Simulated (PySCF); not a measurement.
Cartesian coordinates in Å; atom numbers follow the order of the lines, from 1:
```xyz
11

C    -1.491   -0.004    0.729
N    -0.218   -0.192    0.083
C     0.741    0.721   -0.195
C     1.711   -0.011   -0.845
N     1.291   -1.297   -0.922
N     0.133   -1.397   -0.365
H    -1.364    0.533    1.679
H    -2.183    0.556    0.082
H    -1.905   -1.000    0.924
H     0.659    1.768    0.084
H     2.668    0.310   -1.250
```

Gas phase, non-relativistic Hamiltonian, equivalent nuclei averaged, one conformer. GIAO PBE0/pcSseg-1 shieldings; B3LYP/pcJ-1 coupling constants (spin–dipole term only in couplings to heteroatoms); PBE0-D3(BJ)/def2-SVP geometry; PySCF 2.14.0 with density-fitted response routines.

δ = σ(ref) − σ, references computed at the same level: 1H (σref 31.27) vs TMS.

The spectrum was simulated from the full spin Hamiltonian at 500 MHz with 0.8 Hz Lorentzian lines, from shifts rounded to 0.01 ppm and J to 0.1 Hz, couplings under 1 Hz left out.

(1) List the maxima of its 1H spectrum with integrals.

(2) Summarise it as multiplets with assignments.

Answers

(1) 
Maxima in ppm (height), grouped by integral:
1H: 7.701 (18), 7.699 (18)
1H: 7.431 (18), 7.429 (18)
3H: 4.010 (100)

(2) 1H NMR (500 MHz, computed): δ 7.70 (d, J = 1.3 Hz, 1H, H11), 7.43 (d, J = 1.3 Hz, 1H, H10), 4.01 (s, 3H, H7/H8/H9). These are first-order names; overlap and second-order distortion can hide them in the list.

Splittings below 1 Hz are ignored in the labels, and close J values are merged. Unscaled 3J(H,H) at this level run about 10 % above measured values.
